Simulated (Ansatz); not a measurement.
Basis-set limit of B3H, singlet

```yaml
atoms:
  - { symbol: B, position_ang: [0.0000, 0.0000, 0.8779] }
  - { symbol: B, position_ang: [0.0000, -0.7440, -0.5351] }
  - { symbol: B, position_ang: [0.0000, 0.7440, -0.5351] }
  - { symbol: H, position_ang: [0.0000, 0.0000, 2.0624] }
```

Connectivity, by distances: BH–B–B, closed to a ring.

Ansatz 0.2.0, RHF determinant, valence electrons correlated. Energies in eV.

```
       set  X  functions  Hartree–Fock  MP2 correlation  CCSD(T) correlation                                                               time
def2-TZVPP  3        107    -2024.7692          -8.2083              -9.3256  3.4 s on 1 thread of Arm Neoverse V1, with other jobs on the host
def2-QZVPP  4        201    -2024.8489          -8.6678              -9.6892              20 s on 1 thread of Arm Neoverse V1, on a shared host
```

Hartree–Fock is taken to follow E(X) = E∞ + A·exp(−7.88·√X), correlation E(X) = E∞ + B·X^−2.97.

Cautions: higher spins were not checked; strong correlation; restricted determinant unstable towards unrestricted.

Task: Work out the CCSD(T) energy at the limit, and how far the shortcut misses it that extrapolates MP2 and adds CCSD(T) minus MP2 from the smaller set.

Result: Hartree–Fock: E∞ = E4 + 0.1377·(E4 − E3) = -2024.8598. Correlation: E∞ = E4 + 0.7407·(E4 − E3) = -9.9585 for CCSD(T) and -9.0082 for MP2. The limit is -2034.8183 eV, 0.280 eV below def2-QZVPP. The shortcut gives a correlation energy of -9.0082 + (-1.1173) = -10.1255, 167 meV lower than the direct value.
